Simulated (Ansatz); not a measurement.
Geometry optimisation, RKS BHLYP/def2-SVP in Ansatz.

The input (input.yaml):

```yaml
crystal:
  periodic: [false, false, false]
  atoms:
    - { symbol: O, position_ang: [0.2363, -1.7363, 0.9958] }
    - { symbol: C, position_ang: [-0.1288, -1.0599, -0.0102] }
    - { symbol: Al, position_ang: [0.0477, 0.9003, -0.0461] }
    - { symbol: H, position_ang: [-1.40512, 0.38964, -0.0578] }
    - { symbol: H, position_ang: [-0.3276, 1.7215, -1.3511] }
    - { symbol: H, position_ang: [0.6571, 1.671, 1.2492] }
basis:
  gaussian: { orbitals: def2-SVP }
hamiltonian:
  xc: { name: BHLYP }
relax:
  f_tol: 0.02
  max_steps: 50
```

Launched with:

```bash
$ ansatz run input.yaml --threads 1 --pin off --max-ram 2048MiB --backend cpu --events-out ev --progress --plain --runs-dir out
```

Task: Where does it end, and by what steps?

Result: It converged. After 9 steps the energy has fallen by 3.118 eV; H4 moved furthest, 0.80 Å. The start is strongly strained (largest force component 9 eV/Å).

```
step  energy less start (eV)  largest force component (eV/Å)  accepted
   0                  0.0000                           8.902       yes
   1                 -1.7053                           6.622       yes
   2                 -2.4007                           2.990       yes
   3                 -2.7188                           2.479       yes
   4                 -2.8223                           1.078       yes
   5                 -2.9735                           0.460       yes
   6                 -3.0627                           1.620       yes
   7                 -3.1149                           0.359       yes
   8                 -3.1174                           0.034       yes
   9                 -3.1175                           0.004       yes
```

```xyz
6
Properties=species:S:1:pos:R:3
O 0.502 -2.059 0.441
C 0.210 -0.996 0.300
Al -0.380 1.134 0.023
H -1.919 0.889 0.298
H 0.131 1.232 -1.472
H 0.535 1.687 1.189
```

Run time: 17 s on 1 thread of Arm Neoverse V1, with other jobs on the host, peak memory 0.13 GiB.
